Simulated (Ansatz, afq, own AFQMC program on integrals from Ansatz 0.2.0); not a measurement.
Two steps: Ansatz 0.2.0 writes the Fock matrix and Cholesky factors of the valence space, and afq projects on them the lowest state that overlaps trial and start.

```yaml
crystal:
  periodic: [false, false, false]
  atoms:
    - {symbol: N, position_ang: [0.033864, 0.059544, -0.093868]}
    - {symbol: H, position_ang: [0.972051, 0.072568, 0.286544]}
    - {symbol: H, position_ang: [-0.449082, 0.867825, 0.278316]}
    - {symbol: H, position_ang: [-0.993555, -1.767841, 0.739565]}
basis:
  gaussian: {orbitals: 6-31G}
magnetization: {spin_polarized: false}
correlation: {method: ccsd_t, electrons: outside_noble_gas, hamiltonian_folder: ham}
```

```sh
$ ansatz run in.yaml --threads 1 --pin off --events-out ev --progress --plain --max-ram 16896MiB --backend cuda --devices 0, --max-vram 18GiB
```

afq runs on the folder ham with

```
--method phaseless --trial hf --walkers 4000 --populations 20 --least-time 40 --time-step 0.005 --steps-per-block 20 --equilibration-blocks 160 --max-blocks 4000 --target-error 0.0017000 --factor-cut 1e-05 --seed 9982 --taylor-order 6
```

Times are imaginary, in 1/Eh. The walk had a cap of 49 s. With eight or more populations the least sampling time is a fifth of least-time, and the error comes from their spread.

Output of the walk:

```
orbitals 14  electrons 4 4  factors 81 of 228
reference energy -55.92709889 Eh
CCSD correlation -0.20837956 Eh in 14 cycles, weight of the determinant in the CISD state 0.7328
energy of the start -55.927099 Eh
 block  time / (1/Eh)  mean weight  energy / Eh
     1     0.100  1.0007  -55.958258
     2     0.200  1.0008  -55.982569
     3     0.300  1.0009  -56.001150
     4     0.400  1.0006  -56.012978
     5     0.500  1.0006  -56.025753
     8     0.800  1.0004  -56.052880
    19     1.900  1.0000  -56.084873
    46     4.600  1.0002  -56.103264
    73     7.300  1.0001  -56.110260
   100    10.000  0.9996  -56.104133
   127    12.700  0.9996  -56.125911
   154    15.400  0.9999  -56.119356
   181    18.100  1.0001  -56.112245
   208    20.800  0.9999  -56.115695
   226    22.600  0.9999  -56.101122
   235    23.500  1.0000  -56.107704
   262    26.200  0.9998  -56.114133
   289    28.900  1.0000  -56.101661
   298    29.800  1.0000  -56.126098
   316    31.600  0.9999  -56.106142
   343    34.300  1.0003  -56.125879
   352    35.200  0.9999  -56.114960
error from the spread of 20 populations
energy -56.113877 +/- 0.001651 Eh
(rows thinned)
```

The run passed its tests (sampling time, drift between the halves within three errors, error under three times the target), which doesn't prove that it has relaxed.

Against this walk (error 44.9 meV) on the same determinant: CCSD(T) 859.1 meV lower, CCSDT(Q) 830.0 meV lower, CCSDTQ 823.2 meV lower, full CI 825.5 meV lower, a separate phaseless walk with a CISD trial and standard settings 792.9 ± 45.5 meV lower. The error is statistical and leaves out the bias of the constraint. Full CI is exact here, so the walk's 825 meV above it is the walk's own error: the bias of the constraint with this trial. It lies above even CCSD, by 588 meV. The determinant is a poor start (see the cautions), so the low cluster orders aren't to be relied on, and full CI is the sure value.

Cautions: constraint bias not in the error; restricted determinant unstable towards unrestricted (UHF 2.85 eV lower, ⟨S²⟩ 0.95); strong correlation (T1 0.041, weight of the determinant 0.73, largest double 0.53); the CCSD(T) amplitudes may be one of several solutions (largest double 0.53); the CCSDT(Q) amplitudes may be one of several solutions (largest double 0.56); the CCSDTQ amplitudes may be one of several solutions (largest double 0.57).

The walk took 16 s on 1 × NVIDIA H100 80GB HBM3 with 2 threads of AMD EPYC 7R13 Processor (Zen 3), on a shared host (the card was shared). The log's last line is the phaseless energy.

CCSDT and higher add their correlation energy to the determinant of the CCSD(T) run, since their own runs factorise the integrals more tightly (a shift of under 2 meV). A walk keeps the symmetry of its determinant, which the program's search chose and which needn't be the lowest solution, so a lower state of the same spin and another symmetry isn't excluded.
